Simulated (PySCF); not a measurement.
Species: cyanide, CN (charge -1).
SMILES: `[C-]#N`

Level of theory: PBE0-D3(BJ)/def2-SVP geometry optimisation, gas phase (PySCF).

Masses are those of the commonest isotopes; rigid-rotor values at the optimised geometry. 

Q: What are the moment of inertia and the rotational constant?

A: I = 8.967 u·Å², B = 505379 MHz·u·Å²/I = 56357 MHz (1.8799 cm⁻¹, or 2.705 K as hB/k). For two atoms I = μr² with μ = 6.4622 u and r = 1.1780 Å.

Q: List the first levels of a rigid rotor in a Σ state.

A: E(J) = BJ(J+1): J = 1: 3.760, J = 2: 11.279, J = 3: 22.558, J = 4: 37.597, J = 5: 56.396, J = 6: 78.954 cm⁻¹.

Q: Where do the first rotational lines fall?

A: The dipole is 0.87 D (about the centre of mass, as the species is charged); J+1 ← J lies at 2B(J+1): 1 ← 0 at 112.71 GHz, 2 ← 1 at 225.43 GHz, 3 ← 2 at 338.14 GHz, 4 ← 3 at 450.85 GHz, 5 ← 4 at 563.57 GHz, 6 ← 5 at 676.28 GHz.

Q: Estimate the classical rotational partition function at 50 K, 200 K and 298.15 K.

A: Point group C∞v, symmetry number σ = 1; q = kT/(σhB), k/h = 20836.6 MHz/K: 18.5 at 50 K, 73.9 at 200 K, 110 at 298.15 K.

Not checked by PBE0-D3(BJ)/def2-SVP frequencies. Constants of a rigid frame at the computed geometry: no zero-point averaging, no centrifugal distortion.
